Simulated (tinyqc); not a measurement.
Inside a calculation. Method: UHF in the sto-3g basis, for H2O+, spin multiplicity 2. One step of it, computed by the program tinyqc.

Problem. Orthogonalisation. S = U s U^T; symmetric (Loewdin) form X = U s^(-1/2) U^T, so that X^T S X = 1.

overlap S:
```
,1O 1s,1O 2s,1O 2px,1O 2py,1O 2pz,2H 1s,3H 1s
1O 1s,1.000000,0.236704,0.000000,0.000000,0.000000,0.060040,0.060040
1O 2s,0.236704,1.000000,0.000000,0.000000,0.000000,0.504796,0.504796
1O 2px,0.000000,0.000000,1.000000,0.000000,0.000000,0.000000,0.000000
1O 2py,0.000000,0.000000,0.000000,1.000000,0.000000,0.304604,-0.304604
1O 2pz,0.000000,0.000000,0.000000,0.000000,1.000000,0.272352,0.272352
2H 1s,0.060040,0.504796,0.000000,0.304604,0.272352,1.000000,0.312500
3H 1s,0.060040,0.504796,0.000000,-0.304604,0.272352,0.312500,1.000000
```

Give: eigenvalues of S; X.

Solution.

eigenvalues of S: 0.3126  0.3855  0.8799  1.0000  1.0986  1.3020  2.0215

X:
```
,1O 1s,1O 2s,1O 2px,1O 2py,1O 2pz,2H 1s,3H 1s
1O 1s,1.0243,-0.1455,0.0000,0.0000,-0.0120,0.0225,0.0225
1O 2s,-0.1455,1.2834,0.0000,0.0000,0.1383,-0.3215,-0.3215
1O 2px,0.0000,0.0000,1.0000,0.0000,0.0000,0.0000,0.0000
1O 2py,0.0000,0.0000,0.0000,1.1183,0.0000,-0.2440,0.2440
1O 2pz,-0.0120,0.1383,0.0000,0.0000,1.0732,-0.1707,-0.1707
2H 1s,0.0225,-0.3215,0.0000,-0.2440,-0.1707,1.2499,-0.1187
3H 1s,0.0225,-0.3215,0.0000,0.2440,-0.1707,-0.1187,1.2499
```
